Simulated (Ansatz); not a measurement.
# C₄H₄O: up Jacob's ladder to CCSD(T)

One table from this session's results is given with a row withheld; the runs are named, their logs left out.

Program: Ansatz 0.2.0, Gaussian basis. Level of theory: functionals in def2-TZVPP, the program's frozen cores in correlated methods. These are calculated values, not measurements.

The runs, in order: PBE-D4, r2SCAN-D4, PBE0-D4, B3LYP-D4, ωB97X-V, ωB97M-V, B2PLYP; CCSD(T)/def2-TZVPP; CCSD(T)/def2-QZVPP; extrapolation to the limit.

## Structure used throughout

All runs share one geometry, relaxed beforehand with PBE0-D4 in a triple-zeta def2 set.

SMILES `C#COC=C`, 9 atoms, charge 0, spin multiplicity 1.

Atoms are counted from 1 here; the program's logs count them from 0.

Bond lengths: C1–C2 1.198 Å, C1–H6 1.063 Å, C2–O3 1.295 Å, O3–C4 1.384 Å, C4–C5 1.319 Å, C4–H7 1.081 Å, C5–H8 1.081 Å, C5–H9 1.083 Å. Angles: C2–C1–H6 179.3°, C1–C2–O3 177.5°, C2–O3–C4 118.3°, O3–C4–C5 125.6°, O3–C4–H7 109.0°, C5–C4–H7 125.4°, C4–C5–H8 118.9°, C4–C5–H9 122.0°, H8–C5–H9 119.1°.

Set-up of the first run:

in.yaml

```yaml
crystal:
  periodic: [false, false, false]
  atoms:
    - {symbol: C, position_ang: [-2.158524, -0.231753, 0.620216]}
    - {symbol: C, position_ang: [-0.989152, -0.308745, 0.867446]}
    - {symbol: O, position_ang: [0.262084, -0.409469, 1.186361]}
    - {symbol: C, position_ang: [1.209883, -0.072564, 0.236457]}
    - {symbol: C, position_ang: [0.954805, 0.349638, -0.986385]}
    - {symbol: H, position_ang: [-3.198603, -0.168185, 0.411803]}
    - {symbol: H, position_ang: [2.195298, -0.211160, 0.658282]}
    - {symbol: H, position_ang: [1.781427, 0.583715, -1.641963]}
    - {symbol: H, position_ang: [-0.057219, 0.468511, -1.352216]}
basis:
  gaussian: {orbitals: def2-TZVPP}
hamiltonian: {xc: pbe, dispersion: d4}
output: {forces: true, orbitals: {seedname: orbitals}}
```

Launch:

```
$ ansatz run in.yaml --threads 2 --pin off --events-out ev --progress --plain --max-ram 32768MiB --backend cpu
```

Steps of the session up to this table: PBE-D4 (GGA); r2SCAN-D4 (meta-GGA); PBE0-D4 (hybrid); B3LYP-D4 (hybrid); ωB97X-V (range-separated); ωB97M-V (range-separated); B2PLYP (double hybrid); CCSD(T) in def2-TZVPP; CCSD(T) in def2-QZVPP.

One of the session's tables, all rows but one given; the rest of the session is left out.

| method | atoms, summed (eV) | atomisation energy (kJ/mol) |
| --- | --- | --- |
| PBE-D4 | -6209.421 | 4074.0 |
| r2SCAN-D4 | -6214.809 | 3930.1 |
| PBE0-D4 | -6210.842 | 3954.0 |
| B3LYP-D4 | -6218.966 | 3919.3 |
| ωB97X-V | -6216.625 | 3902.7 |
| ωB97M-V | ? | ? |
| B2PLYP | -6213.842 | 3886.3 |
| HF/def2-TZVPP | -6192.897 | 2747.6 |
| MP2/def2-TZVPP | -6203.948 | 3914.4 |
| CCSD/def2-TZVPP | -6206.622 | 3715.1 |
| CCSD(T)/def2-TZVPP | -6206.920 | 3796.6 |
| MP2/CBS | -6205.961 | 4019.3 |
| CCSD(T)/CBS | -6208.675 | 3899.3 |

**Question.** Estimate the row for ωB97M-V.

**Answer.** atoms, summed (eV): -6216.146; atomisation energy (kJ/mol): 3923.4. In the column «atoms, summed (eV)» it lies between ωB97X-V (-6216.625) and r2SCAN-D4 (-6214.809).

To keep in mind: Free atoms (4 C, 1 O, 4 H) were run apart at each level; the atomisation energy is their sum less the molecule, without zero-point or spin-orbit terms.
